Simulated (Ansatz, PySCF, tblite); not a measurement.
Bond stretch in CH3Cl, SMILES CCl. The C1–Cl5 bond (C1 also carries H, H, H; Cl5 carries nothing else) is varied alone, starting from the PBE0/def2-TZVP optimised geometry.

- UHF/6-31G* = unrestricted Hartree-Fock/6-31G*, spherical d (PySCF)
- RKS-PBE = restricted PBE/def2-TZVP (Ansatz, a first-principles code)
- GFN2-xTB, 300 K electronic temperature (tblite)
- RCCSD(T) = CCSD(T) on RHF/def2-TZVP, 6 core orbitals frozen (PySCF)
- RKS-r2SCAN = PySCF with restricted r2SCAN/def2-TZVP

Energies are in kJ/mol, each relative to the lowest point of its own curve near equilibrium.

```csv
R / Å,UHF/6-31G*,RKS-PBE,GFN2-xTB,RCCSD(T),RKS-r2SCAN
1.43,272.8,245.2,200.9,254.7,243.0
1.52,127.7,115.7,…,119.9,113.7
1.60,53.4,49.3,38.2,50.7,47.6
1.67,17.9,17.1,12.3,17.4,16.1
1.73,3.4,3.6,…,3.5,3.1
1.77,0.0,0.0,0.0,0.0,0.0
1.84,3.3,1.9,3.8,…,2.7
1.86,6.0,3.9,6.4,4.7,5.0
1.94,22.4,17.3,21.7,19.2,19.5
2.04,52.0,42.1,49.8,45.7,45.7
2.20,109.8,91.2,106.3,97.9,97.3
2.37,164.2,146.7,171.0,156.0,155.5
2.67,211.1,236.3,272.4,245.6,250.3
2.90,…,292.4,329.9,294.3,310.1
3.16,236.5,342.1,374.1,322.6,363.6
3.52,…,390.9,—,308.1,416.4
3.92,245.1,425.3,—,223.4,—
4.32,246.4,446.0,—,105.9,—
4.79,247.1,…,—,-9.3,—
5.30,247.4,468.4,—,841.4,—
6.23,247.6,475.1,—,-105.4,—
```

**Question.** What belongs in the gaps?

**Answer.** 
- 1.52, GFN2-xTB: 92.6
- 1.73, GFN2-xTB: 2.1
- 1.84, RCCSD(T): 2.4
- 2.90, UHF/6-31G*: 227.2
- 3.52, UHF/6-31G*: 242.4
- 4.79, RKS-PBE: 460.1

Dashes: no converged value, or the column stops at the first point that the program doubted or that broke a chosen test of continuity, which isn't proof of a fault.

The unrestricted determinant behind UHF/6-31G* is spin-contaminated at 2.37 to 6.23 Å (<S²> up to 1.0, against 0.00 for a pure singlet). The restricted form behind RKS-PBE, RKS-r2SCAN keeps the bonding electrons paired and can't separate into open-shell fragments. The T1 diagnostic of CCSD on the restricted reference of RCCSD(T) exceeds 0.045 at 2.90 to 6.23 Å.
